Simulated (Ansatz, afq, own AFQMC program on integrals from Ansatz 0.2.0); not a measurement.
## Where AFQMC and coupled cluster stand for CH4Si, triplet

```yaml
atoms:
  - { symbol: C, position_ang: [-1.8532, 0.0000, 0.0000] }
  - { symbol: H, position_ang: [-2.2164, 1.0273, 0.0000] }
  - { symbol: H, position_ang: [-2.2164, -0.5137, 0.8897] }
  - { symbol: H, position_ang: [-2.2164, -0.5137, -0.8897] }
  - { symbol: H, position_ang: [-0.6022, 0.0000, 0.0000] }
  - { symbol: Si, position_ang: [1.0528, 0.0000, 0.0000] }
```

Connectivity, by distances: CH3 ··· Si, 1 bridging H.

Basis cc-pVTZ. Only valence electrons are correlated. Integrals, coupled cluster, full CI and functionals: Ansatz 0.2.0; the random walks run on the same integrals in our own AFQMC program. ph-AFQMC/CISD is guided by a CISD state made of CCSD amplitudes; releasing the constraint for a short imaginary time cuts its bias at the price of noise, slowly where states lie close. Error bars are statistical, one sigma.

Determinant: UHF, the one that the program's search chose, which needn't be the lowest solution. The geometry is a point of a scan.

No full CI on the walks' own integrals is used here. The released AFQMC energy serves as the reference, which it does only where one determinant dominates, the energy is flat over the last release times and near the phaseless one (40 meV or 2 meV an electron, half that with transition metals). On small molecules, where full CI could be run and the noise was under 10 meV, such values lay within 10 meV of it in 19 cases of 20, a flattering rate, since the rule was set on those same cases; what remains of the bias isn't in the error bar.

Cautions: lower spins were not checked; the released value is read at 1.62 1/Eh, later times being too noisy (meV from the phaseless value at times in 1/Eh: -8 ± 4 at 0.24, -13 ± 6 at 0.51, -20 ± 5 at 0.99, -17 ± 6 at 1.62, -32 ± 11 at 2.40).

```
T1 diagnostic                               : 0.0183
weight of the determinant in the CISD state : 0.858
⟨S²⟩ of the determinant                     : 2.030
size of the correlated space                : 12 electrons in 114 orbitals
```

```
  level  correlation energy (eV)
    MP2                  -7.2668
   CCSD                  -8.2702
CCSD(T)                  -8.5838
```

(1) Estimate where phaseless AFQMC with a CISD trial lies against CCSD(T) on the same integrals.

(1) 0.39 ± 0.12 kcal/mol below CCSD(T).

Reference: AFQMC with the constraint released, correlation energy -8.618 ± 0.006 eV.

```json
{"level": "CCSD(T)", "E − E(reference) (kcal/mol)": "0.78 ± 0.14", "share of correlation (%)": "99.61"}
{"level": "ph-AFQMC/HF", "E − E(reference) (kcal/mol)": "0.83 ± 0.65", "share of correlation (%)": "99.58"}
{"level": "ph-AFQMC/CISD", "E − E(reference) (kcal/mol)": "0.39 ± 0.19", "share of correlation (%)": "99.80"}
```

A walk keeps the symmetry of its determinant, which the program's search chose and which needn't be the lowest solution, so a lower state of the same spin and another symmetry isn't excluded. Released energies are given only where the last usable release times agree within the noise; a slower fall can still hide under it.
